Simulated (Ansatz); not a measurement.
Calculated with Ansatz (gas phase, PBE0-D4/def2-TZVP geometries, no zero-point term in ΔE). CBS: def2 TZ/QZ extrapolation, frozen cores. DFT in def2-TZVPP. No spin–orbit coupling; open shells (•) take unrestricted orbitals. Spin–orbit coupling would lower the free atoms: a little for F.

Consider the homolysis of the F–Si bond: `F[SiH]` → F• + `[SiH]`•.

Problem. What is ΔE at CCSD(T)/CBS? (An estimate is asked.)

Solution. The calculation gave: +612.4 kJ/mol.

Problem. What do these levels give: LDA (SPW92), PBE0, BHLYP, MP2/def2-SVP, HF/def2-TZVPP, CCSD(T)/cc-pV(T+d)Z? (Estimate.)

Solution. Ansatz gave: LDA (SPW92) 703.1, PBE0 585.5, BHLYP 562.3, MP2/def2-SVP 576.4, HF/def2-TZVPP 429.3, CCSD(T)/cc-pV(T+d)Z 586.5 kJ/mol.

Problem. What do rigid-rotor, harmonic-oscillator terms from PBE0-D4/def2-TZVP frequencies (298.15 K, 1 bar) make of the CCSD(T)/CBS value? (An estimate is asked.)

Solution. The calculation gave: ΔZPE = -9.9 kJ/mol, ΔH = +607.1 kJ/mol, ΔS = 120 J/(mol·K), ΔG = +571.3 kJ/mol. Open shells count their whole term as degenerate.

Largest T1 diagnostic among the species: 0.034.

Leaving LDA and LC-ωPBE aside and taking each functional with its dispersion term where it has one, the values, not all of them listed here, spread over 49.8 kJ/mol, from BHLYP-D4 to PBE-D4. LDA lies +90.7 kJ/mol from PBE without D4, its usual overbinding. From r2SCAN to r2SCAN0 (25 % exact exchange), in def2-TZVPP and without D4, ΔE moves by −23.1 kJ/mol: exact exchange takes away binding that semilocal exchange gives to molecules.
